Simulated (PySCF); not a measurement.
Isomers of C6H4O2. The calculation used PBE0-D3(BJ)/def2-SVP geometry optimisation, gas phase (PySCF). Energies are electronic, without zero-point or thermal terms, for one conformer each. No frequencies were run at this level. Point groups hold within 0.08 Å.

**Question.** Order them by energy at this level, lowest first, and give relative energies in kcal/mol.
A. o-benzoquinone, `O=C1C=CC=CC1=O`
B. benzoquinone (`O=C1C=CC(=O)C=C1`)
C. `[CH2:1]=[CH:2][c:3]1[c:4]([CH:5]=[O:6])[c:7]1=[O:8]` with C1–C2–C3–C4 180°, C3–C4–C5–O6 1°

**Answer.** B (0.0), A (6.6), C (52.4).

As drawn, the highest has a three-membered ring, which the lowest lacks.

```
          SMILES      E (Eh)  E rel (kcal/mol)  dipole (D)  point group     A, B, C (MHz)
O=C1C=CC(=O)C=C1  -380.75150               0.0        0.01          D2h  5261, 1659, 1261
  O=C1C=CC=CC1=O  -380.74093               6.6        5.20          C2v  3276, 2444, 1400
 C=Cc1c(C=O)c1=O  -380.66797              52.4        2.59           Cs  2656, 1635, 1012
```
